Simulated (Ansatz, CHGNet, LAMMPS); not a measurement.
# Lattice constant a of cubic perovskite SrTiO₃ (cubic form, which distorts at low temperature): levels of theory against measurement

Reference value: 3.89 Å (measured, 0 K, cubic phase extrapolated to 0 K; as tabulated in Bilc et al. (2008), arXiv:0805.0753).

```
level (code)                                  value (Å)  difference (%)
--------------------------------------------  ---------  --------------
ionic model catlow1992 (shell model, LAMMPS)      3.979           +2.29
CHGNet-r²SCAN                                     3.913           +0.59
LDA (Ansatz)                                      3.854           -0.93
PBE (Ansatz)                                      3.936           +1.18
PBEsol (Ansatz)                                   3.891           +0.03
rVV10 (Ansatz)                                    3.944           +1.39
r²SCAN-D4 (Ansatz)                                3.899           +0.23
HSE06 (Ansatz)                                    3.895           +0.13
Hartree–Fock (Ansatz)                             3.909           +0.49
```

Once the reference is moved by up to 0.33 % (a margin picked here for doubts on the reference and the settings, and for temperature and zero-point motion) and values within 0.10 % count as equal, the nearest can be PBEsol (+0.03 %), HSE06 (+0.13 %), r²SCAN-D4 (+0.23 %) or Hartree–Fock (+0.49 %). Farthest off among them: ionic model catlow1992 (+2.29 %).

The reference isn't brought to a static lattice, while the calculations are for one, so the differences are not the levels' errors alone. A static lattice is as a rule a little smaller than the measured one.  Ionic model catlow1992, CHGNet-r²SCAN, LDA, PBE, PBEsol, rVV10, r²SCAN-D4, HSE06, Hartree–Fock: the relaxation could not lower the start's symmetry, so the cell can be a saddle point above a distorted one. Cutoffs and k meshes differ between the levels. Ansatz's density-functional and Hartree–Fock values are scalar-relativistic unless marked +SOC, with PAW data made under PBE.

Empirical potentials (ionic model catlow1992) are fitted to chosen data: where that held the value shown, agreement is built in, and what lay outside the fit can be far off. Machine-learned potentials (CHGNet-r²SCAN) are trained on DFT data: a solid inside that data is no test of them.

Differences are worked out from the printed values.

Ansatz is a first-principles code.
